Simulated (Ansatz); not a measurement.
Working through the energy of protonation at one site of CH2S, SMILES C=S

Program: Ansatz 0.2.0 through its Python package.

At the Python prompt:
```pycon
>>> import warnings
>>> import ansatz as az
>>> import numpy as np
>>> warnings.simplefilter("ignore", az.DeckWarning)
>>> geometry_ang = [
...     ("C", (-0.0674, -0.0882, -0.0338)),
...     ("S", (1.3628, 0.4619, 0.5313)),
...     ("H", (-1.0201, -0.1907, 0.5985)),
...     ("H", (-0.2198, -0.2433, -1.1163)),
... ]
>>> molecule = az.Crystal.molecule()
>>> for symbol, xyz in geometry_ang:
...     molecule = molecule.atom(symbol, xyz)
...
>>> job = (
...     molecule.calculation()
...     .basis(gaussian="def2-TZVP")
...     .functional("hf")
... )
>>> symbols = [site.symbol for site in molecule.cartesian_sites]
>>> start = np.array([site.position_ang for site in molecule.cartesian_sites], dtype=float)
>>> summary = job.relax(force_tolerance=0.01).run(threads=1).report
>>> end = np.array(summary["positions_ang"])
>>> # start the new hydrogen opposite the existing bonds
>>> away = sum((end[1] - end[j]) / np.linalg.norm(end[1] - end[j]) for j in [0]) + np.array([0.15, 0.1, -0.2])
>>> proton = end[1] + 1.4 * away / np.linalg.norm(away)
>>> acid = az.Crystal.molecule()
>>> for symbol, place in zip(symbols, end):
...     acid = acid.atom(symbol, place.tolist())
...
>>> acid = acid.atom("H", proton.tolist())
>>> protonated = (
...     acid.calculation()
...     .basis(gaussian="def2-TZVP")
...     .functional("hf")
...     .charge(1)
...     .relax(force_tolerance=0.01, max_steps=80)
... )
>>> after = protonated.run(threads=1).report
>>> xyz = np.array(after["positions_ang"])
>>> reach = np.linalg.norm(xyz[:-1] - xyz[-1], axis=1)
>>> print(f"base {summary['free_energy_ev']:.5f} eV, protonated {after['free_energy_ev']:.5f} eV")
base -11879.19653 eV, protonated -11887.61403 eV
>>> print(f"the proton ends {reach.min():.3f} A from {symbols[reach.argmin()]}{reach.argmin()}")
the proton ends 1.336 A from S1
>>> print(f"electronic proton affinity {96.485332 * (summary['free_energy_ev'] - after['free_energy_ev']):.1f} kJ/mol")
electronic proton affinity 812.2 kJ/mol
```

Total energies depend on the basis set; only differences at equal settings carry meaning. The proton is put on one chosen atom, which needn't be the most basic site, so the molecule's proton affinity can be higher; the ends are stationary points, not checked by frequencies, and zero-point and thermal terms count only where printed. Hartree-Fock leaves correlation out, so bond, atomisation and ionisation energies come out well too low. Wall time of the script: 11 s on 1 thread of Arm Neoverse V1, with other jobs on the host, peak memory 0.18 GiB.
